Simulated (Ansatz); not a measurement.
A made-up structure of CH2BS (charge -1), singlet:

```
5
angstrom
C -1.3411 -0.3286 -0.0208
B -0.0340 -0.1930 0.0928
S 1.7609 -0.1206 0.3062
H -2.4024 -0.4318 -0.1155
H 0.2950 -0.9289 -0.7274
```

It is relaxed with PBE-D4/def2-SVPD and then PBE0-D4/def2-TZVPD (Ansatz 0.2.0). Atoms count as bonded within 1.22 times the sum of their covalent radii (H–H: 0.88 Å). The end point is not checked to be a true minimum.

Q: Does its bonding change? (Judge from chemistry; the calculation decides.)

A: Computed: Yes. Formed: C1–H5; broken: B2–H5.

Where it ends: The first stage lowers the energy by 3.05 eV in 12 steps. It ends as CH₂BS ([CH2][B][S]), total charge -1:
```
5
angstrom
C -0.9402 -0.6094 -0.3258
B 0.3202 -0.1676 0.1667
S 1.8133 0.3552 0.7508
H -1.8813 -0.1814 0.0098
H -1.0337 -1.3997 -1.0661
```

Labels in which every atom is bracketed show which atoms are joined, not bond orders.

For scale, one of the runs: PBE0-D4/def2-TZVPD relaxation, 138 basis functions, launched by `ansatz run in.yaml --threads 2 --pin off --events-out ev --progress --plain --max-ram 4352MiB`. The run took about 10 s on 2 CPU threads of an Arm Neoverse V2 (shared host).
